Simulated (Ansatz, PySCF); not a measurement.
Molecule: lithium hydride, LiH, net charge 0, singlet state. 
Geometry from a B3LYP-D3(BJ)/def2-TZVP (Ansatz, a first-principles code) optimisation:
SMILES: [LiH]
```xyz
2

Li     0.0000     0.0000    -0.3977
H      0.0000     0.0000     1.1930
```
Charge 0, spin multiplicity 1.


Quantity: enthalpy of formation at 298 K (from the atomisation energy, B3LYP-D3(BJ)/def2-TZVP harmonic zero-point and thermal terms from PySCF, and the atoms' enthalpies of formation in the G2/97 table; no spin-orbit terms, and no core term in the frozen-core levels), in kcal/mol. Cores are frozen in the correlated levels unless marked. UHF or UKS for open shells. No spin-orbit coupling. Non-relativistic. CBS marks a two-point X^-3 extrapolation of the correlation energy; Hartree-Fock from the larger set. [CCSD(T)-MP2]/basis is that difference in the basis named.

Measured: 33.3 kcal/mol (G2/97 table in ASE (Curtiss et al.)); it holds spin-orbit and relativistic effects, which these rows lack, and core correlation, which the frozen-core levels lack. This is an older compilation, not checked against later work.

| level | program | enthalpy of formation at 298 K (kcal/mol) | error against measurement |
|---|---|---|---|
| HF-D3(BJ)/def2-TZVPD | PySCF + dftd3 | 56.1 | 22.8 |
| PBE0-D3(BJ)/def2-TZVP | Ansatz + dftd3 | 39.5 | 6.2 |
| HSE06-D4/def2-TZVPD | Ansatz + dftd4 | 38.9 | 5.6 |
| MP2/6-31G* | Ansatz | 49.9 | 16.6 |
| MP2/def2-SVP | Ansatz | 45.0 | 11.7 |
| RI-MP2/CBS(def2-TZVPP,def2-QZVPP) | Ansatz | 38.3 | 5.0 |
| CCSD/STO-3G | Ansatz | 28.5 | -4.8 |
| CCSD/CBS(def2-TZVPPD,def2-QZVPPD) | Ansatz | 33.7 | 0.4 |
| RI-MP2/CBS(def2-TZVPP,def2-QZVPP)+[CCSD(T)-MP2]/def2-TZVPP | Ansatz | 33.0 | -0.3 |
| CCSD(T)/CBS(def2-TZVPPD,def2-QZVPPD) | Ansatz | 33.7 | 0.4 |
